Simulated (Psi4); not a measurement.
# HCl (hydrogen chloride): MP2/def2-TZVPPD

What is the vertical ionisation energy of HCl (hydrogen chloride) at MP2/def2-TZVPPD? 

The calculation is run with Psi4 1.11.

1 further run of the same task is left out (it didn't finish).

### Step 1. The system as given

HCl: 2 atoms, total charge 0, spin state singlet. SMILES: `Cl`. The shape is that of a PBE0-D4/def2-TZVP optimisation.

Bond lengths: Cl1–H2 1.279 Å.

### Step 2. A single-point energy at MP2/def2-TZVPPD

The input, run_ase.py:

```python
import numpy as np
from ase.calculators.psi4 import Psi4
from ase import Atoms

atoms = Atoms(['Cl', 'H'], positions=[
    [0.546000, -0.178500, 0.280800],
    [-0.546000, 0.178500, -0.280800],
])
calc = Psi4(atoms=atoms, method='mp2', basis='def2-TZVPPD', memory='1600MB', num_threads=1, charge=0, multiplicity=1, label='calc')
calc.psi4.set_options({'puream': True, 'e_convergence': 1e-09, 'd_convergence': 1e-08, 'scf_type': 'pk', 'num_frozen_docc': 5, 'mp2_type': 'conv'})
atoms.calc = calc

print(f'energy: {atoms.get_potential_energy():.6f} eV')
```

On the command line:

```console
python run_ase.py
```

calc.dat:

```text
[...]
  Running in c1 symmetry.
[...]
  Nuclear repulsion =    7.034776949773978
[...]
  Multiplicity = 1
[...]
  Nalpha       = 9
  Nbeta        = 9
[...]
    Number of basis functions: 68
[...]
   @RHF iter   1:  -460.07835497384667   -1.63805e-01   3.02911e-03 ADIIS/DIIS
[...]
   @RHF iter  10:  -460.09991973279614   -1.02318e-12   1.76018e-09 DIIS
[...]
    Orbital Energies [Eh]
    ---------------------
    Doubly Occupied:
       1A   -104.847787     2A    -10.575716     3A     -8.042931
       4A     -8.041106     5A     -8.041106     6A     -1.116632
       7A     -0.625410     8A     -0.476978     9A     -0.476978
[...]
  @RHF Final Energy:  -460.09991973279614
   => Energetics <=
    Nuclear Repulsion Energy =              7.0347769497739776
    One-Electron Energy =                -649.7801033856734421
    Two-Electron Energy =                 182.6454067031032764
    Total Energy =                       -460.0999197327961383
[...]
 Multipole Moments:
 ------------------------------------------------------------------------------------
     Multipole            Electronic (a.u.)      Nuclear  (a.u.)        Total (a.u.)
 ------------------------------------------------------------------------------------
 L = 1.  Multiply by 2.5417464519 to convert [e a0] to [Debye]
 Dipole X            :          0.6243541           -1.0230426           -0.3986885
 Dipole Y            :         -0.2041158            0.3344562            0.1303405
 Dipole Z            :          0.3210964           -0.5261362           -0.2050398
 Magnitude           :                                                    0.4668859
[...]
	SCS-MP2 Total Energy (a.u.)        :  -460.30448093151961
	SOS-MP2 Total Energy (a.u.)        :  -460.28850604786498
	SCSN-MP2 Total Energy (a.u.)       :  -460.18426711849281
[...]
	SOS-PI-MP2 Total Energy (a.u.)     :  -460.31993710037648
[...]
	MP2 Total Energy (a.u.)            :  -460.30499964631753
[...]
```

Standard output:

```text
energy: -12525.537034 eV
```

Run time: 3.3 s. Hardware: 1 thread of Intel Xeon Platinum 8259CL at 2.50GHz (Skylake/Cascade Lake), shared host; peak memory 0.29 GiB.

### Step 3. The doublet cation at the same level

The input, calc.py:

```python
import psi4

psi4.set_memory('1600 MB')
psi4.set_num_threads(1)
psi4.core.set_output_file('run.log', False)

mol = psi4.geometry("""
1 2
Cl     1.03179046    -0.33731611     0.53063510
H     -1.03179046     0.33731611    -0.53063510
units au
symmetry c1
""")

options = {'basis': 'def2-TZVPPD', 'reference': 'uhf', 'puream': True, 'e_convergence': 1e-09, 'd_convergence': 1e-08, 'scf_type': 'pk', 'num_frozen_docc': 5, 'mp2_type': 'conv', 'maxiter': 100}
psi4.set_options(options)

e, wfn = psi4.energy("mp2", return_wfn=True)
print(f'total energy {e:.8f} hartree = {e * 27.211386:.5f} eV')
for k, v in sorted(psi4.core.scalar_variables().items()):
    print(f'{k:45s} {v:18.10f}')
```

On the command line:

```console
python calc.py
```

run.log:

```text
[...]
  Running in c1 symmetry.
[...]
  Nuclear repulsion =    7.034776967508858
[...]
  Multiplicity = 2
[...]
  Nalpha       = 9
  Nbeta        = 8
[...]
    Number of basis functions: 68
[...]
   @UHF iter   1:  -459.63171071600522    2.82839e-01   3.62601e-03 ADIIS/DIIS
[...]
   @UHF iter  13:  -459.67644102240081   -1.25056e-12   1.88390e-09 DIIS
[...]
   @S^2 Observed:                7.618624919E-01
[...]
    Orbital Energies [Eh]
    ---------------------
    Alpha Occupied:
       1A   -105.301751     2A    -11.023147     3A     -8.509565
       4A     -8.485213     5A     -8.483343     6A     -1.557523
       7A     -1.008914     8A     -0.952251     9A     -0.871379
    Alpha Virtual:
      10A     -0.162662    11A     -0.087421    12A     -0.080501
      13A     -0.077185    14A     -0.072756    15A     -0.021658
      16A     -0.004634    17A      0.013420    18A      0.014856
      19A      0.104287    20A      0.113437    21A      0.138475
      22A      0.149353    23A      0.280733    24A      0.330023
      25A      0.360763    26A      0.384534    27A      0.406832
[...]
  @UHF Final Energy:  -459.67644102240081
   => Energetics <=
    Nuclear Repulsion Energy =              7.0347769675088578
    One-Electron Energy =                -642.2447805119657005
    Two-Electron Energy =                 175.5335625220560587
    Total Energy =                       -459.6764410224008088
  UHF NO Occupations:
  HONO-2 :    7  A 1.9996110
  HONO-1 :    8  A 1.9947328
[...]
 Multipole Moments:
 ------------------------------------------------------------------------------------
     Multipole            Electronic (a.u.)      Nuclear  (a.u.)        Total (a.u.)
 ------------------------------------------------------------------------------------
 L = 1.  Multiply by 2.5417464519 to convert [e a0] to [Debye]
 Dipole X            :          0.0000000           -0.0000000            0.0000000
 Dipole Y            :          0.0000000            0.0000000            0.0000000
 Dipole Z            :          0.5409113           -1.1980385           -0.6571272
 Magnitude           :                                                    0.6571272
[...]
	SCS-MP2 Total Energy (a.u.)        :  -459.84016135064053
	SOS-MP2 Total Energy (a.u.)        :  -459.84125222116938
	SCSN-MP2 Total Energy (a.u.)       :  -459.73761992827735
[...]
	SOS-PI-MP2 Total Energy (a.u.)     :  -459.85393000569002
[...]
	MP2 Total Energy (a.u.)            :  -459.83797960958270
[...]
```

On the terminal:

```text
total energy -459.83797961 hartree = -12512.82876 eV
CURRENT CORRELATION ENERGY                         -0.1615385872
CURRENT ENERGY                                   -459.8379796096
CURRENT REFERENCE ENERGY                         -459.6764410224
DD SOLVATION ENERGY                                 0.0000000000
HF KINETIC ENERGY                                 459.6997190752
HF POTENTIAL ENERGY                              -919.3761600976
HF TOTAL ENERGY                                  -459.6764410224
HF VIRIAL RATIO                                     1.9999493625
MP2 CORRELATION ENERGY                             -0.1615385872
MP2 DOUBLES ENERGY                                 -0.1615385872
MP2 OPPOSITE-SPIN CORRELATION ENERGY               -0.1267778452
MP2 SAME-SPIN CORRELATION ENERGY                   -0.0347607420
MP2 SINGLES ENERGY                                  0.0000000000
MP2 TOTAL ENERGY                                 -459.8379796096
NUCLEAR REPULSION ENERGY                            7.0347769675
ONE-ELECTRON ENERGY                              -642.2447805120
PCM POLARIZATION ENERGY                             0.0000000000
PE ENERGY                                           0.0000000000
SCF ITERATION ENERGY                             -459.6764410224
SCF ITERATIONS                                     13.0000000000
SCF TOTAL ENERGY                                 -459.6764410224
SCS(N)-MP2 CORRELATION ENERGY                      -0.0611789059
SCS(N)-MP2 TOTAL ENERGY                          -459.7376199283
SCS-MP2 CORRELATION ENERGY                         -0.1637203282
SCS-MP2 TOTAL ENERGY                             -459.8401613506
SCS-MP2-VDW CORRELATION ENERGY                     -0.1796560129
SCS-MP2-VDW TOTAL ENERGY                         -459.8560970353
SOS-MP2 CORRELATION ENERGY                         -0.1648111988
SOS-MP2 TOTAL ENERGY                             -459.8412522212
SOS-PI-MP2 CORRELATION ENERGY                      -0.1774889833
SOS-PI-MP2 TOTAL ENERGY                          -459.8539300057
TWO-ELECTRON ENERGY                               175.5335625221
```

Run time: 3.6 s. Hardware: 1 thread of Intel Xeon Platinum 8259CL at 2.50GHz (Skylake/Cascade Lake), shared host; peak memory 0.28 GiB.

### Step 4. What came out

At MP2/def2-TZVPPD, 5 core orbitals frozen:

| quantity | value |
| --- | --- |
| singlet HCl: total energy | -460.30500 Eh |
| singlet HCl: HOMO energy (Hartree–Fock orbitals) | -12.98 eV |
| singlet HCl: LUMO energy (Hartree–Fock orbitals) | 1.90 eV |
| singlet HCl: HOMO–LUMO gap (Hartree–Fock orbitals) | 14.88 eV |
| singlet HCl: correlation energy (5 core orbitals frozen) | -205.1 mEh |
| doublet cation: total energy | -459.83798 Eh |
| doublet cation: HOMO energy (Hartree–Fock orbitals) (highest over α and β) | -23.04 eV |
| doublet cation: LUMO energy (Hartree–Fock orbitals) (lowest over α and β) | -10.29 eV |
| doublet cation: correlation energy (5 core orbitals frozen) | -161.5 mEh |
| doublet cation: ⟨S²⟩ of the reference determinant | 0.762 |
| vertical ionisation energy (to the doublet cation) | 12.708 eV |

What this shows: The vertical ionisation energy comes to 12.71 eV (1226 kJ/mol).
